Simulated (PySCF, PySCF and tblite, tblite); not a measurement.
# C4H9NO: a path driven as pyramidal inversion, and NMR exchange

One table from this session's results is given with a row withheld; the runs are named, their logs left out.

Computed with tblite 0.8.0 (tight binding) and PySCF 2.14.0 (DFT, with response routines of our own); each step states its level. Atoms count from 0 throughout.

### The molecule as given

15 atoms, charge 0, multiplicity 1; geometry from: force field or distance geometry start.

Bonds of the start (Å): C0–C1 1.53, C0–C5 1.53, C0–H6 1.09, C0–H7 1.10, C1–H8 1.08, C1–H9 1.10, C1–N2 1.46, C3–H11 1.09, C3–H12 1.11, C3–O4 1.42, C5–H13 1.09, C5–H14 1.10, N2–C3 1.47, N2–H10 1.01, O4–C5 1.43.

Set-up of the first run:

The job: settings as JSON, then the geometry in Å.

```
{"job": {"xc": "GFN2-xTB", "basis": "xTB", "kind": "relax"}, "charge": 0, "multiplicity": 1}
C      1.244400    -0.170500    -0.154000
C      0.126800    -1.112400    -0.612100
N     -1.009800    -1.052500     0.300500
C     -1.480000     0.333800     0.396300
O     -0.459200     1.159400     0.939700
C      0.658100     1.224400     0.050300
H      2.048700    -0.141600    -0.890700
H      1.659300    -0.526100     0.798800
H     -0.178600    -0.880800    -1.624200
H      0.508200    -2.144900    -0.618900
H     -0.724000    -1.326300     1.230900
H     -1.839400     0.712900    -0.555100
H     -2.331700     0.366600     1.106800
H      0.362200     1.678300    -0.900100
H      1.410500     1.887700     0.509600
```

The run is started by

```sh
$ OMP_NUM_THREADS=1 python ens_run.py task.json out
```

One launch serves the whole session.

Among the steps run: GFN2-xTB relaxation, start minimum; Relaxed scan, inversion; Nudged elastic band, leg 1; Saddle search, leg 1; DFT refinement, start: PBE0-D3(BJ)/def2-SVP; Shieldings, start: PBE0/pcSseg-1; Shieldings, saddle of leg 1: PBE0/pcSseg-1; Shieldings, end: PBE0/pcSseg-1; Barriers, rates and exchange; Shieldings, start: HSE06/pcSseg-1; Single-point energy, saddle of leg 1: HSE06/pcSseg-1; Shieldings, end: HSE06/pcSseg-1; Second level: HSE06/pcSseg-1 + D3(BJ); Shieldings, start: PBE0/pcseg-1; Single-point energy, saddle of leg 1: PBE0/pcseg-1; Shieldings, end: PBE0/pcseg-1; Second level: PBE0/pcseg-1 + D3(BJ).

One table of the session follows, with a row left open; its other results are not shown here.

Barriers by level (kcal/mol; entropies in cal/(mol K)). Zero-point and thermal terms come from xTB in every row. ΔG‡ leaves symmetry out; the rate counts one path; effective ΔG‡, where given, is the barrier that would give that rate by Eyring's equation alone:

| level | ΔE‡ | with zero-point | ΔH‡ | ΔG‡ (298 K) | ΔE of reaction |
| --- | --- | --- | --- | --- | --- |
| GFN2-xTB | ? | ? | ? | ? | ? |
| PBE0-D3(BJ)/def2-SVP | 5.88 | 4.56 | 4.54 | 4.53 | 3.40 |
| PBE0/pcSseg-1 + D3(BJ) | 6.27 | 4.95 | 4.93 | 4.93 | 3.51 |
| PBE0/pcseg-1 + D3(BJ) | 6.23 | 4.91 | 4.89 | 4.89 | 3.53 |

**Question.** Estimate the row for GFN2-xTB.

The run gave: ΔE‡: 7.52; with zero-point: 6.20; ΔH‡: 6.18; ΔG‡ (298 K): 6.17; ΔE of reaction: 3.64. In the column «ΔE‡» it is the highest.
